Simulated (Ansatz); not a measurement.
Zinc-blende GaAs, relaxed in Ansatz (plane waves) with several semilocal functionals. Each gives its own volume and its own bulk modulus:

```
level   V0 (Å³/atom)  bulk modulus B0 (GPa)   ln V0   ln B0
------  ------------  ---------------------  ------  ------
LDA           21.987                  74.29  3.0905  4.3080
PBEsol        22.654                  69.22  3.1203  4.2373
PBE           23.706                  60.33  3.1657  4.0998
```

### Question
Fit a straight line to ln B0 against ln V0. What does it predict for r²SCAN, whose volume is 22.747 Å³/atom?

### Answer
With x = ln V0 and y = ln B0: means 3.12550 and 4.21503; Σ(Δx Δy) = -0.008002, Σ(Δx²) = 0.002868, so the slope is -2.79. At x = 3.1244 the line gives y = 4.21503 + (-2.79) × (3.1244 − 3.12550) = 4.2181, or 67.90 GPa. The run with r²SCAN gives 72.30 GPa, +6.5 % from the line. The rows used scatter about it by up to 0.8 %, while the largest value lies 23 % above the smallest.

Measured: 76.7 GPa (measured, 0 K value with the zero-point phonon effect removed; as tabulated in Mejia-Rodriguez and Trickey (2018), arXiv:1807.09216).

Ansatz's density-functional and Hartree–Fock values are scalar-relativistic unless marked +SOC, with PAW data made under PBE.

Ansatz is an electronic-structure program.
